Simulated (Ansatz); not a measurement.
# H3Si: the cost of one run

Computed with Ansatz 0.2.0, Gaussian basis. Level: def2-QZVPP, core rule «outside noble gas», up to 5 orbitals frozen.

Plan: UHF; ROHF; CCSD(T) on UHF.

2 further runs of the same task are left out: 2 set aside as unsound or not needed.

### Step 1. What is computed

The geometry is a PBE0/def2-TZVP stationary point (not a proven minimum) of the parent state, kept for this charge and spin.

4 atoms, charge 1, spin multiplicity 3.

Atoms are counted from 1 here; the program's logs count them from 0.

Bond lengths: Si1–H2 1.486 Å, Si1–H3 1.486 Å, Si1–H4 1.486 Å. Angles: H2–Si1–H3 111.3°, H2–Si1–H4 111.3°, H3–Si1–H4 111.3°.

### Step 2. UHF

Input file in.yaml:

```yaml
crystal:
  periodic: [false, false, false]
  atoms:
    - {symbol: Si, position_ang: [0.000090, -0.000062, -0.043737]}
    - {symbol: H, position_ang: [1.415348, 0.014593, 0.409118]}
    - {symbol: H, position_ang: [-0.721058, 1.220018, 0.403029]}
    - {symbol: H, position_ang: [-0.696788, -1.232882, 0.406559]}
basis:
  gaussian: {orbitals: "def2-QZVPP.json"}
total_charge: 1
magnetization: {spin_polarized: true, initial_magnetization: 2}
hamiltonian: {xc: hf}
output: {orbitals: {seedname: orbitals}}
```

Started as:

```
ansatz run in.yaml --threads 1 --pin off --events-out ev --progress --plain --max-ram 4096MiB --backend cpu
```

Q: Estimate wall time and peak memory on 1 thread of AMD EPYC 7R13, shared host.

About 8 s, with a peak of 0.26 GiB.
